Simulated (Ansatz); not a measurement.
Born–Oppenheimer molecular dynamics of C₂H₇Al (10 atoms, charge 0, multiplicity 1). It starts from a relaxed structure.

These are results of Ansatz, RKS r2SCAN/def2-SVP, not measurements.

| Property | Result |
| --- | --- |
| ensemble | NVE (velocity Verlet) |
| time step | 0.5 fs |
| steps asked | 250 |
| starting velocities drawn for | 100 K |
| masses | H 10 u |
| seed | 322774 |

Frames 10 fs apart, positions in Å, forces in eV/Å.

Velocities at 0 fs (Å/ps):

```
Al -1.60 1.14 -1.22
H -1.16 -4.56 1.30
C 3.41 0.34 -0.31
H 3.78 -0.02 1.16
H -3.23 -2.32 1.94
H -0.87 3.39 -2.65
C 1.40 -1.95 -2.33
H -4.31 0.75 -0.75
H 3.44 4.66 2.21
H 0.90 -3.05 3.27
```

```xyz
10
Properties=species:S:1:pos:R:3:forces:R:3 time_fs=0 energy_less_start_eV=0.000 T=100
Al 0.001 -0.030 -0.046 0.00 -0.01 0.01
H -0.009 -0.150 1.548 0.00 0.00 -0.01
C 1.723 0.026 -0.977 0.01 0.01 0.00
H 2.155 -0.991 -1.030 0.00 0.01 0.00
H 1.655 0.395 -2.014 0.00 0.00 0.01
H 2.470 0.640 -0.444 -0.01 -0.01 -0.01
C -1.717 0.018 -0.985 0.00 0.00 0.00
H -2.342 -0.854 -0.720 0.00 0.00 0.00
H -2.307 0.902 -0.681 0.00 0.00 0.00
H -1.630 0.043 -2.083 0.00 0.00 0.00
10
Properties=species:S:1:pos:R:3:forces:R:3 time_fs=10 energy_less_start_eV=0.031 T=70
Al -0.011 -0.021 -0.056 0.49 -0.36 0.38
H -0.021 -0.194 1.555 -0.02 0.10 -0.25
C 1.745 0.024 -0.973 -0.53 -0.07 0.19
H 2.192 -0.988 -1.018 -0.03 0.08 0.03
H 1.625 0.375 -2.004 0.10 0.05 -0.26
H 2.468 0.677 -0.467 0.14 0.04 0.07
C -1.718 0.008 -0.985 -0.37 0.28 0.37
H -2.381 -0.842 -0.727 0.12 0.13 0.09
H -2.263 0.933 -0.667 0.12 -0.40 -0.25
H -1.620 0.015 -2.072 -0.02 0.13 -0.37
10
Properties=species:S:1:pos:R:3:forces:R:3 time_fs=20 energy_less_start_eV=0.053 T=49
Al -0.008 -0.024 -0.054 0.15 -0.52 0.35
H -0.035 -0.228 1.542 0.01 0.12 -0.09
C 1.734 0.020 -0.960 0.16 0.39 -0.27
H 2.226 -0.977 -1.002 -0.17 0.21 0.07
H 1.604 0.357 -2.013 0.14 -0.12 0.22
H 2.472 0.715 -0.487 -0.31 -0.32 -0.13
C -1.735 0.011 -0.971 0.66 -0.37 -0.86
H -2.412 -0.820 -0.725 -0.04 -0.02 0.22
H -2.217 0.940 -0.671 -0.47 0.43 -0.01
H -1.614 0.000 -2.084 -0.14 0.19 0.51
10
Properties=species:S:1:pos:R:3:forces:R:3 time_fs=30 energy_less_start_eV=0.043 T=59
Al 0.001 -0.045 -0.041 -0.06 -0.37 -0.23
H -0.047 -0.251 1.521 0.02 0.05 0.30
C 1.729 0.039 -0.962 -0.03 -0.24 -0.01
H 2.244 -0.947 -0.980 -0.19 0.12 0.07
H 1.595 0.332 -2.010 0.04 0.08 -0.25
H 2.455 0.730 -0.514 0.08 0.16 0.13
C -1.718 -0.001 -0.995 -0.26 0.40 1.07
H -2.441 -0.796 -0.707 0.28 0.20 -0.02
H -2.202 0.967 -0.683 0.13 -0.48 -0.30
H -1.619 0.000 -2.071 -0.01 0.07 -0.76
10
Properties=species:S:1:pos:R:3:forces:R:3 time_fs=40 energy_less_start_eV=0.030 T=71
Al 0.008 -0.079 -0.034 -0.11 -0.09 -0.24
H -0.057 -0.269 1.527 0.07 -0.02 0.33
C 1.722 0.048 -0.967 -0.16 0.21 -0.01
H 2.248 -0.911 -0.952 0.13 -0.45 0.02
H 1.591 0.312 -2.025 0.01 0.06 -0.16
H 2.442 0.755 -0.533 0.01 0.19 0.11
C -1.708 0.009 -0.974 0.14 -0.06 -0.87
H -2.448 -0.757 -0.687 0.09 -0.07 0.03
H -2.184 0.966 -0.716 -0.14 0.28 0.08
H -1.627 0.007 -2.097 -0.03 -0.06 0.70
10
Properties=species:S:1:pos:R:3:forces:R:3 time_fs=50 energy_less_start_eV=0.026 T=75
Al 0.011 -0.116 -0.035 -0.25 0.21 0.07
H -0.061 -0.288 1.560 0.09 -0.04 -0.12
C 1.710 0.065 -0.974 0.49 -0.16 -0.13
H 2.257 -0.905 -0.923 -0.12 0.17 -0.05
H 1.588 0.298 -2.053 0.03 -0.02 0.26
H 2.427 0.797 -0.541 -0.28 -0.10 -0.08
C -1.694 0.019 -0.993 -0.16 0.03 0.40
H -2.445 -0.723 -0.666 0.08 -0.12 -0.08
H -2.174 0.982 -0.745 0.05 0.19 0.12
H -1.637 0.009 -2.082 0.08 -0.16 -0.39
10
Properties=species:S:1:pos:R:3:forces:R:3 time_fs=60 energy_less_start_eV=0.037 T=65
Al 0.007 -0.145 -0.034 0.08 0.45 0.11
H -0.057 -0.311 1.584 0.09 -0.07 -0.39
C 1.724 0.072 -0.988 -0.33 -0.29 0.20
H 2.260 -0.891 -0.899 0.15 0.02 -0.10
H 1.587 0.283 -2.062 0.04 0.00 0.06
H 2.391 0.833 -0.554 0.01 0.05 0.03
C -1.690 0.032 -0.993 -0.20 0.28 0.11
H -2.436 -0.700 -0.650 -0.12 -0.17 -0.03
H -2.161 1.015 -0.762 0.19 -0.12 0.07
H -1.641 -0.005 -2.091 0.09 -0.14 -0.07
10
Properties=species:S:1:pos:R:3:forces:R:3 time_fs=70 energy_less_start_eV=0.040 T=61
Al 0.004 -0.159 -0.030 0.03 0.49 -0.11
H -0.043 -0.340 1.574 0.07 -0.09 -0.24
C 1.718 0.061 -0.987 -0.33 0.18 0.23
H 2.277 -0.877 -0.883 0.33 -0.16 -0.05
H 1.590 0.268 -2.063 -0.02 -0.06 0.03
H 2.351 0.869 -0.566 -0.08 -0.20 0.00
C -1.700 0.058 -0.985 0.15 -0.52 -0.63
H -2.435 -0.691 -0.639 -0.08 0.09 -0.03
H -2.134 1.045 -0.772 -0.11 0.20 0.09
H -1.636 -0.029 -2.105 0.03 0.05 0.70
10
Properties=species:S:1:pos:R:3:forces:R:3 time_fs=80 energy_less_start_eV=0.038 T=63
Al 0.001 -0.156 -0.030 -0.29 0.29 -0.34
H -0.024 -0.377 1.542 0.01 -0.08 0.10
C 1.693 0.056 -0.972 0.51 -0.33 -0.23
H 2.320 -0.869 -0.873 -0.18 0.45 0.00
H 1.590 0.247 -2.059 -0.10 -0.08 0.17
H 2.305 0.889 -0.576 -0.02 -0.14 0.09
C -1.702 0.058 -1.004 -0.05 0.24 1.18
H -2.443 -0.675 -0.631 -0.07 0.16 -0.06
H -2.111 1.080 -0.776 0.12 -0.54 -0.17
H -1.627 -0.052 -2.076 0.06 0.01 -0.74
10
Properties=species:S:1:pos:R:3:forces:R:3 time_fs=90 energy_less_start_eV=0.027 T=74
Al -0.009 -0.143 -0.041 0.15 -0.08 -0.06
H -0.004 -0.421 1.518 -0.01 -0.03 0.20
C 1.696 0.034 -0.970 -0.14 0.32 -0.06
H 2.354 -0.832 -0.862 0.22 -0.30 0.12
H 1.582 0.219 -2.045 -0.07 -0.01 -0.24
H 2.258 0.897 -0.578 0.11 0.04 0.13
C -1.702 0.066 -0.969 0.25 -0.29 -0.95
H -2.461 -0.646 -0.626 -0.26 -0.05 0.17
H -2.083 1.080 -0.792 -0.23 0.20 0.01
H -1.614 -0.071 -2.083 -0.03 0.18 0.69
10
Properties=species:S:1:pos:R:3:forces:R:3 time_fs=100 energy_less_start_eV=0.031 T=70
Al -0.014 -0.133 -0.053 0.38 -0.43 0.33
H 0.016 -0.468 1.510 -0.05 0.08 0.02
C 1.696 0.028 -0.973 0.05 0.00 0.04
H 2.401 -0.812 -0.841 -0.14 -0.01 0.06
H 1.568 0.191 -2.050 0.05 0.05 -0.23
H 2.221 0.909 -0.569 0.13 0.14 0.00
C -1.693 0.059 -0.977 -0.61 0.08 0.46
H -2.495 -0.618 -0.609 0.23 0.16 -0.07
H -2.072 1.087 -0.810 -0.05 -0.05 -0.07
H -1.602 -0.076 -2.051 0.01 -0.04 -0.55
10
Properties=species:S:1:pos:R:3:forces:R:3 time_fs=110 energy_less_start_eV=0.040 T=61
Al -0.008 -0.138 -0.054 0.06 -0.52 0.33
H 0.030 -0.507 1.506 -0.04 0.11 -0.03
C 1.700 0.027 -0.977 0.25 0.02 -0.21
H 2.437 -0.796 -0.815 -0.41 0.23 -0.04
H 1.559 0.166 -2.071 0.22 0.04 0.31
H 2.194 0.932 -0.561 0.01 -0.05 -0.23
C -1.717 0.057 -0.968 0.38 0.42 -0.18
H -2.518 -0.580 -0.594 -0.23 -0.29 0.08
H -2.068 1.095 -0.833 -0.09 0.10 -0.02
H -1.591 -0.082 -2.054 -0.15 -0.07 -0.02
```

Of the whole run (125 fs, mean temperature of the second half 65 K): The conserved energy stayed within 0.0089 meV per atom of its start (net change 0.0054 meV per atom), so the integration is sound. A run of 0.12 ps of so small a system gives no equilibrium averages.

Time of the run: 6 min on 2 threads of Arm Neoverse V2 (shared host), peak memory 0.12 GiB.
